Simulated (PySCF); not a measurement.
## State search for AlH

Unrestricted PBE0; Al def2-SVP, H def2-SVP; no relativity (PySCF 2.14). Outer shells of the fragments: Al 3s2 3p1; H 1s1.

Followed along the bond (rough minima from three points):

```
2Ms+1  unpaired  ⟨S²⟩ at the start  R at minimum (Å)  Te (eV)
    1      none               0.00              1.67     0.00
    3  σ ↑, π ↑               2.00              1.61     1.66
```

Solutions found at the starting distance of 1.515 Å, counted from the lowest of them; the search is not exhaustive and high or unbound solutions are not listed, so other states can lie among these:

```json
{"2Ms+1": "1", "unpaired": "none", "term": "¹Σ⁺", "E (eV)": "0.00", "⟨S²⟩": "0.00", "⟨Lz²⟩": "0.00", "μ (D)": "0.67"}
{"2Ms+1": "3", "unpaired": "σ ↑, π ↑", "term": "³Π", "E (eV)": "1.57", "⟨S²⟩": "2.00", "⟨Lz²⟩": "1.00", "μ (D)": "-0.57"}
{"2Ms+1": "1", "unpaired": "σ ↑, π ↓", "term": "mixed", "E (eV)": "2.04", "⟨S²⟩": "1.01", "⟨Lz²⟩": "1.00", "μ (D)": "-0.22"}
{"2Ms+1": "3", "unpaired": "π ↑↑", "term": "³Σ⁻", "E (eV)": "4.63", "⟨S²⟩": "2.11", "⟨Lz²⟩": "0.00", "μ (D)": "-1.41"}
{"2Ms+1": "1", "unpaired": "π ↑↓", "term": "mixed", "E (eV)": "5.05", "⟨S²⟩": "1.00", "⟨Lz²⟩": "2.01", "μ (D)": "-1.61"}
{"2Ms+1": "3", "unpaired": "σ ↑↑", "term": "³Σ⁺", "E (eV)": "5.48", "⟨S²⟩": "2.00", "⟨Lz²⟩": "0.00", "μ (D)": "-0.89"}
{"2Ms+1": "1", "unpaired": "none", "term": "mixed", "E (eV)": "5.82", "⟨S²⟩": "0.00", "⟨Lz²⟩": "2.00", "μ (D)": "-1.65"}
```

A term symbol is given only where ⟨S²⟩ and ⟨Lz²⟩ are close to those of a pure state; real π, δ and φ orbitals otherwise mix terms. A positive dipole means Al(−)H(+).

**Question.** Compare the gap between the two lowest followed solutions at the starting distance with the gap between their minima.

**Answer.** At PBE0 the second solution (triplet, unpaired electrons σ ↑, π ↑) lies +1.57 eV from the first (singlet, closed shell) at 1.515 Å and +1.66 eV at the minima; the two curves relax by different amounts, since their minima lie near 1.61 and 1.67 Å.

Counting both spins, an empty level lies below a filled one in some of these solutions, because spin and occupation are held.
